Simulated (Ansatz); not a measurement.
Results of LDA in Ansatz (plane waves, PAW) for bcc W.

Settings: plane-wave cutoff 520 eV, 28×28×28 k mesh, Fermi–Dirac smearing 0.094 eV (set by the program), no spin polarisation, scalar-relativistic PAW data made under PBE.

Computed at the level's own relaxed cell.

Hill averages of the elastic tensor: K = 336.2 GPa, G = 158.9 GPa. Volume 15.406 Å³/atom, mean atomic mass 183.840 u.

### Question
Work out the density, the sound velocities of a polycrystal and the elastic Debye temperature, and Pugh's ratio at this level.

### Answer
ρ = 1.66054 × 183.840/15.406 = 19.815 g/cm³. v_l = √[(K + 4G/3)/ρ] = 5.259 km/s and v_t = √(G/ρ) = 2.832 km/s. The mean follows from 3/v_m³ = 1/v_l³ + 2/v_t³: v_m = 3.162 km/s. Θ_D = (ħ/k_B) v_m (6π²/V)^(1/3) = 76.38 K Å s/km × 3.162 × 1.5665 Å⁻¹ = 378 K, counting all atoms of the cell. K/G = 2.12, to be set beside Pugh's rough bound of 1.75 between brittle and ductile metals.

Note: shear constants of such metals converge slowly with the k mesh.

Ansatz is a quantum-chemistry and plane-wave program.
